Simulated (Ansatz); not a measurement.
# A ladder of methods for SiH2 (SMILES [H][Si][H])

The species is SiH2 (3 atoms), meant as a singlet with charge 0. As SMILES, `[H][Si][H]`. The coordinates come from a GFN2-xTB relaxation.

```tsv
atom	x (Å)	y (Å)	z (Å)
Si	0.0052	-0.0082	-0.6557
H	1.1102	-0.0200	0.3374
H	-1.1155	0.0282	0.3183
```

Each level gives the energy change with the Si1–H3 bond stretched from 1.485 to 3.713 Å (eV). The values are calculated.

```
                        level                    kind  program  value (eV)
      HF/cc-pVDZ (restricted)            Hartree–Fock   Ansatz        5.22
   SVWN5/cc-pVDZ (restricted)                     LDA   Ansatz        3.82
  r2SCAN/cc-pVDZ (restricted)                meta-GGA   Ansatz        4.06
   BHLYP/cc-pVDZ (restricted)           global hybrid   Ansatz        4.65
   HSE06/cc-pVDZ (restricted)  range-separated hybrid   Ansatz        4.25
  B2PLYP/cc-pVDZ (restricted)           double hybrid   Ansatz        4.08
     MP2/cc-pVDZ (restricted)     perturbation theory   Ansatz        4.43
CCSDT(Q)/cc-pVDZ (restricted)   coupled cluster or CI   Ansatz        3.10
                    FCI/3-21G      exact in the basis   Ansatz        2.61
```

A spin-restricted reference rises too steeply as a bond breaks; here HF/cc-pVDZ, SVWN5/cc-pVDZ, r2SCAN/cc-pVDZ, BHLYP/cc-pVDZ, HSE06/cc-pVDZ, B2PLYP/cc-pVDZ, MP2/cc-pVDZ, CCSDT(Q)/cc-pVDZ lie well above the multireference or unrestricted value. The first shape isn't each level's own minimum. The values span 2.61 to 5.22 eV. High-level rows in very small sets aren't better than simpler rows in larger ones.
